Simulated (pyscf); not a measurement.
9 group-13 steps of one kind (hydrogen abstraction, radical): reaction energy in eV, from the separated reactants or the lowest minimum found. Structures and frequencies: ωB97X-D3(BJ)/def2-SVP in PySCF. Functionals in def2-TZVP; the last column is ωB97M-D3(BJ)/def2-TZVP. Rows were drawn at random from the steps of this kind and element class whose saddle was verified and whose references are stable.

```tsv
step	PBE	M06-2X	r²SCAN	ωB97M-D3(BJ)
H₃C–Ga(CH₃)–NH• + H₂ → H₃C–Ga(CH₃)–NH₂ + H•	-0.46	-0.51	-0.30	-0.47
H₃C–InH–CH₃ + H• → •H₂C–InH–CH₃ + H₂	…	-0.11	-0.23	-0.08
H₃C–InH₂ + CH₃• -> •H₂C–InH₂ + CH₄	-0.27	-0.28	-0.25	-0.26
H₂N–Al(NH₂)–N•–Al(NH₂)–NH₂ + H₂ → H₂N–Al(NH₂)–NH–Al(NH₂)–NH₂ + H•	-0.43	-0.47	-0.30	-0.43
H₃C–Al(CH₃)–Cl + H• → •H₂C–Al(CH₃)–Cl + H₂	-0.08	-0.16	-0.28	-0.13
H₃C–Ga(OH)–OH + H• → •H₂C–Ga(OH)–OH + H₂	+0.04	-0.03	-0.17	-0.01
•HN–InH₂ + CH₄ → H₂N–InH₂ + CH₃•	…	-0.27	-0.22	-0.22
H₃C–Al(OH)–OH + H• -> •H₂C–Al(OH)–OH + H₂	-0.03	-0.10	-0.25	-0.09
H₃C–Al(OH)–OH + CH₃• -> •H₂C–Al(OH)–OH + CH₄	-0.27	-0.28	-0.26	-0.27
```

What belongs in the gaps?


- H₃C–InH–CH₃ + H• → •H₂C–InH–CH₃ + H₂, PBE: -0.03
- •HN–InH₂ + CH₄ → H₂N–InH₂ + CH₃•, PBE: -0.18

Differences from the last column (eV): PBE: mean +0.03, median +0.04, mean size 0.03, lower in 1 of 9; M06-2X: mean -0.03, median -0.03, mean size 0.03, lower in 9 of 9; r²SCAN: mean -0.03, median 0.00, mean size 0.11, lower in 4 of 9. PBE is closest for row 9 (0.00 eV apart) and farthest for row 8 (0.06 eV). PBE, r²SCAN and M06-2X carry no added dispersion term. The last column is a level with limits of its own. Elements up to Kr have no core potential and no relativistic terms here. Elements past Kr carry the def2 core potentials, without spin-orbit coupling.
